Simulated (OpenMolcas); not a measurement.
# CCSD(T)/ANO-RCC-VDZP (DKH2) run of [NO2]− (nitrite)

Aim: the vertical singlet–triplet gap of [NO2]− (nitrite) at CCSD(T)/ANO-RCC-VDZP (DKH2), from 2 runs. 

Program for the calculation: OpenMolcas 26.06.

2 further runs of the same task are left out: 1 for a known fault of the program, 1 that didn't finish.

## 1. The structure to begin with

[NO2]− has 3 atoms, charge -1, and is taken as a singlet. SMILES: `O=N[O-]`. The coordinates come from a GFN2-xTB relaxation.

Bond lengths: O1–N2 1.272 Å, N2–O3 1.272 Å. Angles: O1–N2–O3 117.3°.

## 2. A single-point energy at CCSD(T)/ANO-RCC-VDZP (DKH2)

Input file job.inp:

```
* NO2 CCSD(T)
>>> EXPORT MOLCAS_PRINT=2
&gateway
coord
3
angstrom
O        0.332300       1.015250       0.295330
N        0.330220      -0.248730       0.154080
O       -0.662520      -0.766520      -0.449410
basis
ANO-RCC-VDZP
group
NoSym
&seward
&scf
charge
-1
prorbitals
1 1
&rasscf
fileorb
$Project.ScfOrb
spin
1
nactel
0 0 0
inactive
12
ras2
0
outorbitals
Canonical
orblisting
Nothing
&motra
jobiph
frozen
3
&ccsdt
cct
triples
2
iterations
50
extrapolation
5 4
```

Run with:

```sh
export MOLCAS_MEM=1860
pymolcas job.inp > job.log
```

Standard output:

```text
--- Start Module: gateway ---
[...]
--- Stop Module: gateway /rc=_RC_ALL_IS_WELL_ ---
[...]
      Basis functions           42
[...]
       Convergence after  15 Iterations
[...]
::    Total SCF energy                               -204.2870959710
[...]
      Total spin, S                                     0.0000000000
[...]
      Number of active orbitals                  0
[...]
      Spin quantum number                      0.0
[...]
      Active orbitals                            0
[...]
      Number of CSFs                             1
[...]
      Number of root(s) required                 1
[...]
      Convergence after  4 iterations
[...]
      Natural orbitals and occupation numbers for root  1
      ************************************************************************************************************************
      *                                                    Final results                                                     *
      ************************************************************************************************************************
[...]
::    RASSCF root number  1 Total energy:   -204.28709597
[...]
      Total electronic charge=   24.000000
      Total            charge=   -1.000000
[...]
      Dipole Moment (debye):
      Origin of the operator (angstrom)=   -0.0143    0.0108   -0.0067
                   X=  6.3338E-01               Y= -4.7624E-01               Z=  2.9562E-01           Total=  8.4579E-01
      Center of Charge (angstrom)
[...]
--- Start Module: motra ---
[...]
      *** WARNING: Default frozen orbitals is overwritten by user input.
      *** Default values:   3
[...]
--- Stop Module: motra /rc=_RC_ALL_IS_WELL_ ---
--- Start Module: ccsdt ---
[...]
      Convergence after                    14  Iterations
      Total energy (diff) :    -204.84631233       0.00000001
[...]
 METHOD                       : CCSD+T(CCSD)+<T3(1)WT1> = CCSD(T)
[...]
       CCSD     =      -204.8463123320026
[...]
--- Stop Module: ccsdt /rc=_RC_ALL_IS_WELL_ ---
[...]
```

Run time: 9 s. Hardware: 1 thread of Arm Neoverse N1, shared host; peak memory 0.38 GiB.

## 3. The triplet

Input file job.input:

```
* NO2 CCSD(T)
>>> EXPORT MOLCAS_PRINT=2

&GATEWAY
 Coord
 3
 angstrom
 O        0.332300       1.015250       0.295330
 N        0.330220      -0.248730       0.154080
 O       -0.662520      -0.766520      -0.449410
 Basis = ANO-RCC-VDZP
 Group = NoSym

&SEWARD

&SCF
 UHF
 Charge = -1
 Spin = 3
 PrOrbitals = 1 1

&RASSCF
 FileOrb = $Project.UnaOrb
 Spin = 3
 Nactel = 2 0 0
 Inactive = 11
 Ras2 = 2
 OutOrbitals = Canonical
 OrbListing = Nothing

&MOTRA
 JobIph
 Frozen = 3

&CCSDT
 CCT
 Triples = 3
 Iterations = 50
 Extrapolation = 5 4
```

Run with:

```sh
export MOLCAS_MEM=1860
pymolcas job.input > job.log
```

Standard output:

```text
--- Start Module: gateway ---
[...]
--- Stop Module: gateway /rc=_RC_ALL_IS_WELL_ ---
[...]
      Basis functions           42
[...]
       Convergence after  19 Iterations
[...]
::    Total SCF energy                               -204.2326505194
[...]
      Total spin, S                                     1.0156656111
[...]
      Number of active orbitals                  2
[...]
      Spin quantum number                      1.0
[...]
      Active orbitals                            2
[...]
      Number of CSFs                             1
[...]
      Number of root(s) required                 1
[...]
      Convergence after 13 iterations
[...]
      printout of CI-coefficients larger than  0.05 for root  1
      energy=    -204.216391
      conf/sym  11     Coeff  Weight
             1  uu   1.00000 1.00000
      Natural orbitals and occupation numbers for root  1
      sym 1:   1.000000   1.000000
      ************************************************************************************************************************
      *                                                    Final results                                                     *
[...]
::    RASSCF root number  1 Total energy:   -204.21639139
[...]
      Total electronic charge=   24.000000
      Total            charge=   -1.000000
[...]
      Dipole Moment (debye):
      Origin of the operator (angstrom)=   -0.0143    0.0108   -0.0067
                   X=  1.0061E+00               Y= -7.5716E-01               Z=  4.6954E-01           Total=  1.3439E+00
      Center of Charge (angstrom)
[...]
--- Start Module: motra ---
[...]
      *** WARNING: Default frozen orbitals is overwritten by user input.
      *** Default values:   3
[...]
--- Stop Module: motra /rc=_RC_ALL_IS_WELL_ ---
--- Start Module: ccsdt ---
[...]
      Convergence after                    18  Iterations
      Total energy (diff) :    -204.75913928       0.00000006
[...]
 METHOD                       : CCSD+T(CCSD)+<T3(1)WT1>+<T3(1)UT2> = CCSD(T)
[...]
       CCSD     =      -204.7591392773666
[...]
--- Stop Module: ccsdt /rc=_RC_ALL_IS_WELL_ ---
[...]
```

Run time: 11 s. Hardware: 1 thread of Arm Neoverse N1, shared host; peak memory 0.38 GiB.

## 4. Outcome

At CCSD(T)/ANO-RCC-VDZP (DKH2), 3 core orbitals frozen:

| quantity | value |
| --- | --- |
| singlet: total energy | -204.86900 Eh |
| singlet: HOMO energy (Hartree–Fock orbitals) | -4.20 eV |
| singlet: LUMO energy (Hartree–Fock orbitals) | 10.30 eV |
| singlet: HOMO–LUMO gap (to an unbound level, set by the basis) | 14.50 eV |
| singlet: correlation energy (3 core orbitals frozen) | -581.9 mEh |
| singlet: (T) correction | -22.69 mEh |
| triplet: total energy | -204.77832 Eh |
| triplet: (T) correction | -19.18 mEh |
| vertical energy of the triplet above the singlet | 2.468 eV |

In words: At this shape the triplet lies 2.47 eV (57 kcal/mol) above the singlet. The triples (singlet) make up 3.9 % of the correlation energy.
